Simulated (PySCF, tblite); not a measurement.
**C4H4F2: geometry, infrared bands, NMR shifts and spin-spin couplings**

Aim: predict the infrared bands, NMR shifts and spin-spin couplings of C4H4F2 (`CC1C(F)=C1F`).

The runs use tblite 0.8.0 and PySCF 2.14.0, with density-fitted response routines of our own; the level of theory stands in each step. All values are computed, except where a source is named. Atoms count from 0, in the outputs and in this text.

## 1. The starting structure

10 atoms, charge 0, multiplicity 1; geometry from: force field or distance geometry start.

Bonds of the start (Å): C0–C1 1.49, C1–C2 1.43, C2–F3 1.36, C2–C4 1.33, C4–F5 1.34, C4–C1 1.45, C0–H6 1.10, C0–H7 1.10, C0–H8 1.09, C1–H9 1.07.

## 2. Geometry optimisation with GFN2-xTB

The job: settings as JSON, then the geometry in Å.

```
{"job": {"kind": "relax", "xc": "GFN2-xTB", "basis": "xTB"}, "charge": 0, "multiplicity": 1}
C      0.780900     0.832600     0.034700
C      0.221000    -0.431500    -0.514400
C     -1.184100    -0.674700    -0.569700
F     -2.160400     0.181500    -0.181500
C     -0.496800    -1.358600     0.342800
F     -0.770100    -1.197500     1.640400
H      0.852500     1.583400    -0.767000
H      0.159900     1.267400     0.837400
H      1.781400     0.668300     0.441900
H      0.824600    -0.866200    -1.287100
```

Started as:

```bash
> OMP_NUM_THREADS=1 python probes_run.py task.json out
```

The driver reads the jobs from task.json and runs them one after another.

Output:

```text
step      E/eV     max force
  0    -541.21867    3.730
  1    -541.39217    2.531
  2    -541.55354    1.434
  3    -541.78256    2.160
  4    -542.00972    3.216
  5    -542.24119    2.346
  6    -542.46447    1.739
  7    -542.66939    0.996
  8    -542.75815    1.098
  9    -542.81854    1.165
 10    -542.85276    1.043
 11    -542.89297    0.703
 12    -542.93731    0.555
 13    -542.95239    0.514
 14    -542.97223    0.488
 15    -542.99285    0.458
 16    -543.01277    0.373
 17    -543.02449    0.283
 18    -543.03079    0.252
 19    -543.03874    0.248
 20    -543.04697    0.266
 21    -543.05085    0.156
 22    -543.05191    0.063
 23    -543.05224    0.042
 24    -543.05243    0.033
 25    -543.05253    0.024
 26    -543.05257    0.017
 27    -543.05258    0.011
 28    -543.05259    0.009
```

It took 0.12 s on 1 thread of Arm Neoverse V1, shared host.

Along the way:

```tsv
step	energy from step 0 (eV)	largest force (eV/Å)
0	0.0000	3.7303
1	-0.1735	2.5310
2	-0.3349	1.4338
3	-0.5639	2.1604
4	-0.7911	3.2161
5	-1.0225	2.3455
6	-1.2458	1.7395
7	-1.4507	0.9956
8	-1.5395	1.0975
9	-1.5999	1.1647
10	-1.6341	1.0427
11	-1.6743	0.7026
12	-1.7186	0.5549
13	-1.7337	0.5143
14	-1.7536	0.4876
15	-1.7742	0.4584
16	-1.7941	0.3727
17	-1.8058	0.2832
18	-1.8121	0.2522
19	-1.8201	0.2479
20	-1.8283	0.2656
21	-1.8322	0.1555
22	-1.8332	0.0633
23	-1.8336	0.0420
24	-1.8338	0.0328
25	-1.8339	0.0240
26	-1.8339	0.0173
27	-1.8339	0.0107
28	-1.8339	0.0090
```

Close pairs (by a distance rule), those that changed most:

```tsv
bond	before (Å)	after (Å)	change (Å)
C1–C2	1.427	1.511	+0.083
C1–C4	1.452	1.510	+0.058
C2–C4	1.331	1.292	-0.039
C2–F3	1.355	1.320	-0.036
C0–C1	1.488	1.513	+0.025
C0–H7	1.104	1.087	-0.017
C1–H9	1.073	1.089	+0.016
C4–F5	1.336	1.320	-0.016
```

The end geometry stands in the next job.

## 3. Vibrational analysis with GFN2-xTB

The job: settings as JSON, then the geometry in Å.

```
{"job": {"kind": "ir", "xc": "GFN2-xTB", "basis": "xTB"}, "charge": 0, "multiplicity": 1}
C      0.907569     0.940187     0.013876
C      0.184278    -0.325977    -0.387963
C     -1.317700    -0.437683    -0.272952
F     -2.474093    -0.061664    -0.785772
C     -0.644977    -1.102290     0.607517
F     -0.609686    -1.903526     1.655514
H      0.990347     1.610663    -0.838821
H      0.375261     1.453091     0.810940
H      1.911497     0.704061     0.359860
H      0.686387    -0.872206    -1.184727
```

Output:

```text
mode    cm-1     km/mol
  1     153.3      0.03
  2     190.0      0.21
  3     203.7      7.30
  4     260.3     19.26
  5     368.6      0.10
  6     459.1      0.24
  7     483.0      0.48
  8     714.1     18.40
  9     767.2     38.41
 10     944.2     49.09
 11    1000.4     10.65
 12    1089.4      8.41
 13    1090.1      6.35
 14    1246.1      3.24
 15    1256.2    429.80
 16    1358.5     14.32
 17    1407.6      9.98
 18    1483.6      8.08
 19    1488.4      4.76
 20    2043.1     58.95
 21    2971.2     37.69
 22    3030.7     19.42
 23    3037.8     20.03
 24    3046.7     26.81
```

Wall time 0.17 s (1 thread of Arm Neoverse V1, shared host).

The strongest bands and the atoms that carry them (share of the mass-weighted mode):

```tsv
cm⁻¹	km/mol	atoms
767	38.4	F3 33 %, F5 33 %, C1 16 %
944	49.1	C0 24 %, H8 12 %, H6 12 %, C2 12 %
1256	429.8	C4 35 %, C2 35 %, F5 13 %, F3 13 %
2043	59.0	C2 47 %, C4 47 %
2971	37.7	H9 92 %
3031	19.4	H6 51 %, H8 40 %
3038	20.0	H8 53 %, H6 43 %
3047	26.8	H7 93 %
```

## 4. NMR shieldings: PBE0/pcSseg-1

Same as in step 3 but for these lines:

```diff
@@ -1,2 +1,2 @@
-{"job": {"kind": "ir", "xc": "GFN2-xTB", "basis": "xTB"}, "charge": 0, "multiplicity": 1}
+{"job": {"kind": "nmr", "xc": "PBE0", "basis": "pcSseg-1"}, "charge": 0, "multiplicity": 1}
 C      0.907569     0.940187     0.013876
```

With the program's defaults for keys left out, this is: GIAO PBE0/pcSseg-1 NMR shielding, non-relativistic, gas phase.

Output:

```text
coarse grid: 9000 points
cycle   1  E = -353.8851800731  dE =  1.020e+00  |g| = 5.320e-01  |ddm| = 2.892e+00
cycle   2  E = -353.8556555601  dE =  2.952e-02  |g| = 6.932e-01  |ddm| = 8.056e-01
cycle   3  E = -353.9338872075  dE = -7.823e-02  |g| = 8.955e-02  |ddm| = 5.150e-01
cycle   4  E = -353.9350910760  dE = -1.204e-03  |g| = 3.050e-02  |ddm| = 7.302e-02
cycle   5  E = -353.9352944701  dE = -2.034e-04  |g| = 6.912e-03  |ddm| = 3.111e-02
cycle   6  E = -353.9353048622  dE = -1.039e-05  |g| = 2.173e-03  |ddm| = 9.336e-03
cycle   7  E = -353.9353059076  dE = -1.045e-06  |g| = 2.830e-04  |ddm| = 2.210e-03
final grid: 89528 points
cycle   8  E = -353.9841081465  dE = -2.989e-05  |g| = 6.393e-03  |ddm| = 2.236e-02
cycle   9  E = -353.9841012581  dE =  6.888e-06  |g| = 9.031e-03  |ddm| = 1.158e-02
cycle  10  E = -353.9841173202  dE = -1.606e-05  |g| = 1.092e-03  |ddm| = 6.767e-03
cycle  11  E = -353.9841175176  dE = -1.974e-07  |g| = 1.600e-04  |ddm| = 8.573e-04
cycle  12  E = -353.9841175205  dE = -2.906e-09  |g| = 1.064e-04  |ddm| = 2.148e-04
cycle  13  E = -353.9841175230  dE = -2.451e-09  |g| = 2.968e-05  |ddm| = 1.091e-04
cycle  14  E = -353.9841175232  dE = -1.938e-10  |g| = 6.552e-06  |ddm| = 2.975e-05
converged SCF energy = -353.9841175232

GIAO shielding tensors (ppm)
atom      isotropic    diamagn.    paramagn.     s11        s22        s33       span
  0 C      162.623     247.699     -85.077    136.390    162.030    189.447     53.057
  1 C      135.789     247.708    -111.919    105.468    138.682    163.218     57.750
  2 C       67.963     254.265    -186.302    -14.075     78.059    139.905    153.980
  3 F      335.699     471.072    -135.373    208.974    335.530    462.593    253.619
  4 C       67.994     254.243    -186.249    -14.054     78.060    139.976    154.030
  5 F      335.628     471.072    -135.443    208.951    335.550    462.384    253.434
  6 H       29.942      29.251       0.691     26.422     27.922     35.483      9.061
  7 H       30.881      29.876       1.004     28.053     29.034     35.555      7.501
  8 H       29.944      29.252       0.692     26.424     27.919     35.490      9.066
  9 H       28.244      29.819      -1.574     22.786     27.796     34.152     11.366
```

Run time: 8.8 s. Hardware: 1 thread of Arm Neoverse V1, shared host; peak memory 0.55 GiB.

Shifts follow as δ = σ(reference) − σ, with reference shieldings (ppm) from runs at the same level and on the same kind of geometry: 1H TMS 31.72, 13C TMS 186.9, 19F CFCl3 170.9. The references are single molecules in the gas phase, so shifts against H2O, NH3, PH3, H3PO4 or CFCl3 are not on the usual liquid scales and can be off by tens of ppm. Atoms listed in one row are averaged.

```tsv
atoms	environment	σ (ppm)	δ (ppm)	δ scaled to CDCl3
C2, C4	fully substituted alkene carbon	68.0	118.9	114.2
C1	three-membered-ring carbon	135.8	51.1	48.0
C0	methyl carbon	162.6	24.3	21.8
H9	hydrogen on a three-membered-ring carbon	28.24	3.47	3.38
H6, H7, H8	hydrogen on a methyl carbon	30.26	1.46	1.48
F3, F5	vinylic fluorine	335.7	-164.7	–
```

The scaled column applies a straight-line fit of computed shieldings to shifts measured in CDCl3, and one for carbons that bear F (root-mean-square error 0.16 ppm for H, 1.9 ppm for C).

Charges from the same density, by scheme (e):

```tsv
atoms	Mulliken	IAO	Hirshfeld	ESP fit
C0	-0.21	-0.44	-0.13	-0.23
C1	-0.29	-0.11	-0.03	0.08
C2, C4	0.23	0.22	0.06	0.08
F3, F5	-0.22	-0.22	-0.06	-0.11
```

Mayer bond orders: C0–C1 1.00, C1–C2 0.91, C2–F3 1.02, C2–C4 1.78, C4–F5 1.02, C4–C1 0.91.

Ring of atoms C1, C2, C4: NICS(0) -34.2, NICS(1) -3.4, NICS(1)zz -5.4 ppm (means of both faces).

## 5. Spin-spin couplings: B3LYP/pcJ-1

Same as in step 4 but for these lines:

```diff
@@ -1,2 +1,2 @@
-{"job": {"kind": "nmr", "xc": "PBE0", "basis": "pcSseg-1"}, "charge": 0, "multiplicity": 1}
+{"job": {"kind": "j", "xc": "B3LYP", "basis": "pcJ-1"}, "charge": 0, "multiplicity": 1}
 C      0.907569     0.940187     0.013876
```

Method: B3LYP/pcJ-1 indirect spin-spin coupling, non-relativistic, gas phase.

Output:

```text
coarse grid: 9000 points
cycle   1  E = -354.2868208135  dE =  9.561e-01  |g| = 5.902e-01  |ddm| = 2.722e+00
cycle   2  E = -354.2379764225  dE =  4.884e-02  |g| = 8.149e-01  |ddm| = 8.819e-01
cycle   3  E = -354.3433258906  dE = -1.053e-01  |g| = 1.094e-01  |ddm| = 5.604e-01
cycle   4  E = -354.3450164285  dE = -1.691e-03  |g| = 4.247e-02  |ddm| = 9.050e-02
cycle   5  E = -354.3453935661  dE = -3.771e-04  |g| = 9.662e-03  |ddm| = 3.828e-02
cycle   6  E = -354.3454129049  dE = -1.934e-05  |g| = 2.895e-03  |ddm| = 1.145e-02
cycle   7  E = -354.3454146737  dE = -1.769e-06  |g| = 4.337e-04  |ddm| = 2.895e-03
final grid: 89528 points
cycle   8  E = -354.3984005597  dE = -1.405e-04  |g| = 6.179e-03  |ddm| = 1.468e-02
cycle   9  E = -354.3983922631  dE =  8.297e-06  |g| = 9.201e-03  |ddm| = 9.539e-03
cycle  10  E = -354.3984071393  dE = -1.488e-05  |g| = 1.013e-03  |ddm| = 6.343e-03
cycle  11  E = -354.3984072483  dE = -1.090e-07  |g| = 5.538e-04  |ddm| = 9.986e-04
cycle  12  E = -354.3984073081  dE = -5.980e-08  |g| = 1.774e-04  |ddm| = 4.579e-04
cycle  13  E = -354.3984073149  dE = -6.839e-09  |g| = 2.447e-05  |ddm| = 1.494e-04
cycle  14  E = -354.3984073150  dE = -1.193e-10  |g| = 9.135e-06  |ddm| = 3.081e-05
converged SCF energy = -354.3984073150

Indirect spin-spin couplings (Hz)
  i      j    bonds     total        FC       PSO       DSO        SD
  0 C    1 C    1     41.824    42.293    -0.675     0.206         -
  0 C    2 C    2     -3.133    -2.867    -0.274     0.009         -
  0 C    3 F    3     -0.467    -0.672     0.281    -0.191     0.116
  0 C    4 C    2     -3.133    -2.868    -0.274     0.009         -
  0 C    5 F    3     -0.464    -0.670     0.281    -0.192     0.117
  0 C    6 H    1    131.003   129.149     1.234     0.620         -
  0 C    7 H    1    133.704   131.948     1.088     0.668         -
  0 C    8 H    1    130.971   129.117     1.234     0.620         -
  0 C    9 H    2     13.016    13.094     0.158    -0.237         -
  1 C    2 C    1     17.892    18.681    -1.059     0.271         -
  1 C    3 F    2     17.469     7.172     9.905    -0.322     0.714
  1 C    4 C    1     18.002    18.791    -1.059     0.271         -
  1 C    5 F    2     17.500     7.206     9.911    -0.322     0.706
  1 C    6 H    2     -4.433    -4.392     0.050    -0.090         -
  1 C    7 H    2     -5.718    -5.687     0.075    -0.106         -
  1 C    8 H    2     -4.426    -4.385     0.049    -0.091         -
  1 C    9 H    1    169.047   167.968     0.082     0.996         -
  2 C    3 F    1   -522.704  -500.903   -16.978     0.851    -5.675
  2 C    4 C    1     76.798    75.950     0.478     0.370         -
  2 C    5 F    2    -32.835   -10.439   -32.814    -0.393    10.811
  2 C    6 H    3      8.044     8.066     0.052    -0.073         -
  2 C    7 H    3      1.529     1.574    -0.226     0.181         -
  2 C    8 H    3     18.564    18.723     0.206    -0.365         -
  2 C    9 H    2     -6.515    -6.418     0.040    -0.136         -
  3 F    4 C    2    -32.873   -10.483   -32.808    -0.393    10.811
  3 F    5 F    3      2.021    42.811   -52.515    -1.240    12.965
  3 F    6 H    4      8.828     8.818     0.572    -0.458    -0.103
  3 F    7 H    4      1.308     0.758     1.120    -0.364    -0.206
  3 F    8 H    4      4.640     4.990     1.024    -1.396     0.021
  3 F    9 H    3     -0.916    -1.932     3.024    -1.288    -0.719
  4 C    5 F    1   -522.710  -500.890   -16.993     0.851    -5.678
  4 C    6 H    3     18.604    18.763     0.206    -0.365         -
  4 C    7 H    3      1.564     1.609    -0.227     0.182         -
  4 C    8 H    3      7.966     7.988     0.053    -0.075         -
  4 C    9 H    2     -6.490    -6.393     0.040    -0.137         -
  5 F    6 H    4      4.694     5.045     1.025    -1.396     0.020
  5 F    7 H    4      1.293     0.744     1.117    -0.361    -0.208
  5 F    8 H    4      8.828     8.819     0.573    -0.462    -0.102
  5 F    9 H    3     -0.930    -1.946     3.025    -1.290    -0.719
  6 H    7 H    2    -13.699   -13.793     2.739    -2.645         -
  6 H    8 H    2    -15.011   -15.140     2.854    -2.725         -
  6 H    9 H    3      1.782     1.875     0.456    -0.549         -
  7 H    8 H    2    -13.698   -13.792     2.739    -2.646         -
  7 H    9 H    3     10.818    10.906     2.748    -2.837         -
  8 H    9 H    3      1.806     1.898     0.452    -0.544         -
```

Wall time 24 s (1 thread of Arm Neoverse V1, shared host); peak memory 0.78 GiB.

A choice of the couplings up to four bonds, sorted by the number of bonds, with means over like pairs; isotopes 13C, 19F, 1H:

```tsv
pair	bonds	J (Hz)	Fermi contact (Hz)	dihedral (°)
C2–F3	1	-522.7	-500.9	–
C1–H9	1	169.0	168.0	–
C0–H6	1	131.9	130.1	–
C2–C4	1	76.8	76.0	–
C0–C1	1	41.8	42.3	–
C1–C2	1	17.9	18.7	–
C2–F5	2	-32.9	-10.5	–
C1–F3	2	17.5	7.2	–
H6–H7	2	-14.1	-14.2	–
C0–H9	2	13.0	13.1	–
C2–H9	2	-6.5	-6.4	–
C1–H6	2	-4.9	-4.8	–
C0–C2	2	-3.1	-2.9	–
C2–H6	3	9.4	9.5	–
H6–H9	3	4.8	4.9	–
F3–F5	3	2.0	42.8	0
F3–H6	4	4.9	4.9	–
```

The spin-dipole term was solved for some atoms only; pairs without it lack that part.

Shifts (PBE0/pcSseg-1, scaled to CDCl3) and these couplings together give the proton spectrum at 500 MHz below. H–H couplings in it are scaled by factors fitted to measured ones, so they differ from the table.

1H NMR δ 3.38 (q, J = 4.4 Hz, 1H), 1.48 (td, J = 4.9, 4.4 Hz, 3H).

## 6. Summary of results

| quantity | value |
| --- | --- |
| strongest single infrared mode (GFN2-xTB) | 1256 cm⁻¹, 430 km/mol |
| zero-point energy (GFN2-xTB) | 43.0 kcal/mol |
| 13C shifts against TMS (PBE0/pcSseg-1, means over atoms taken as alike) | 118.9, 51.1, 24.3 ppm |
| 1H shifts against TMS (PBE0/pcSseg-1, means over atoms taken as alike) | 3.47, 1.46 ppm |
| 19F shifts against CFCl3 (PBE0/pcSseg-1, means over atoms taken as alike) | -164.7 ppm |
| largest coupling of the table (B3LYP/pcJ-1) | 1J(C,F) C2–F3, -522.7 Hz |

In words: The optimisation took 28 steps and gained 1.834 eV; among the close pairs (by a distance rule), C1–C2 changed most, from 1.427 to 1.511 Å. All 24 modes are real, so the xTB geometry is a minimum. The strongest single mode, at 1256 cm⁻¹, is carried by C4, C2, F5, F3. GFN2-xTB is a fitted tight-binding method: band positions and strengths are rough. Its intensities can rank the bands wrongly. The most deshielded carbon is C2, C4 (mean) (fully substituted alkene carbon), at 118.9 ppm: an sp2 carbon of a C=C bond. At PBE0/pcSseg-1: Shielding is most anisotropic at F3, F5 (span 254 ppm, paramagnetic term -135 ppm). Of the pairs tabulated at B3LYP/pcJ-1, C2–F3 (mean over like pairs) couples most strongly (-522.7 Hz; Fermi contact -500.9 Hz). Couplings across rotatable bonds belong to this one conformer; where others are populated, the observed values are averages. Density functionals describe couplings to fluorine poorly, F–F couplings above all, so those rows are rough.
